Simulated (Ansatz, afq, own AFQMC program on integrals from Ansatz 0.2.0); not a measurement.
CH3Al, singlet: AFQMC among the cluster methods

```xyz
5

C    -0.4111    0.4963   -0.3141
Al    0.7317   -0.8845    0.5598
H     0.0500    1.5015   -0.2764
H    -1.4028    0.5814    0.1692
H    -0.5943    0.2688   -1.3814
```

Connectivity, by distances: CH3–Al.

Basis def2-TZVP. Noble-gas cores (and the filled d shells of Ga–Kr and In–Xe) are frozen. Integrals, coupled cluster, full CI and functionals: Ansatz 0.2.0; the random walks run on the same integrals in our own AFQMC program. ph-AFQMC/CISD is guided by a CISD state made of CCSD amplitudes; releasing the constraint for a short imaginary time cuts its bias at the price of noise, slowly where states lie close. ± is one standard error of the sampling.

Determinant: RHF, the one that the program's search chose, which needn't be the lowest solution. The geometry is a PBE0/def2-SVP stationary point of this or a neighbouring charge and spin state.

No full CI on the walks' own integrals is used here; CCSDT(Q) serves as the reference and is uncertain by about the last step of the cluster series.

Cautions: restricted determinant unstable towards unrestricted (UHF 6 meV lower, ⟨S²⟩ 0.11).

- T1 diagnostic: 0.0117
- weight of the determinant in the CISD state: 0.865
- size of the correlated space: 10 electrons in 80 orbitals

```tsv
level	correlation energy (eV)
MP2	-6.2797
CCSD	-7.0949
CCSD(T)	-7.3418
```

Q: Estimate where phaseless AFQMC with a CISD trial lies against CCSD(T) on the same integrals.

A: 2.2 ± 0.3 kJ/mol below CCSD(T).

Reference: CCSDT(Q), correlation energy -7.370 eV. The released energy is read at 2.40 1/Eh (meV from the phaseless value at times in 1/Eh: -2 ± 4 at 0.24, -4 ± 3 at 0.51, -10 ± 4 at 0.99, -8 ± 4 at 1.62, -8 ± 5 at 2.40).

| level | E − E(reference) (kJ/mol) | share of correlation (%) |
| --- | --- | --- |
| CCSD(T) | 2.8 | 99.61 |
| CCSDT | 1.0 | 99.85 |
| ph-AFQMC/HF | -1.5 ± 2.5 | 100.21 |
| ph-AFQMC/CISD | 0.6 ± 0.3 | 99.92 |
| released AFQMC | -0.2 ± 0.5 | 100.03 |

Released energies are given only where the last usable release times agree within the noise; a slower fall can still hide under it.
